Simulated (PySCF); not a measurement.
H2Si, SMILES [SiH2] (connectivity only; charge and spin as stated), charge -1, multiplicity 2. Geometry: PBE-D3(BJ)/def2-TZVPD. The spin state was assumed, not searched. The isomer is the one that the SMILES or the coordinates give; other isomers of the formula were not compared.

These are PySCF with PBE-D3(BJ)/def2-TZVPD values and carry that method's errors.

Harmonic wavenumbers (cm⁻¹): 913, 1801, 1802. Rotational constants (GHz): 224.6, 200.0, 105.8; symmetry number 2.

Question: Work out the zero-point energy and the ideal-gas rigid-rotor harmonic-oscillator thermochemistry at 298.15 K and 1 atm.

Answer: ZPE = ½ Σ hcν = ½ × 4515 cm⁻¹ = 27.01 kJ/mol. H − E(el) = 37.07 kJ/mol. Entropy in J/(mol K): translation 151.21, rotation 56.48, vibration 0.58, spin 5.76, total 214.04. G − E(el) = -26.75 kJ/mol. Cp = 35.49 J/(mol K).
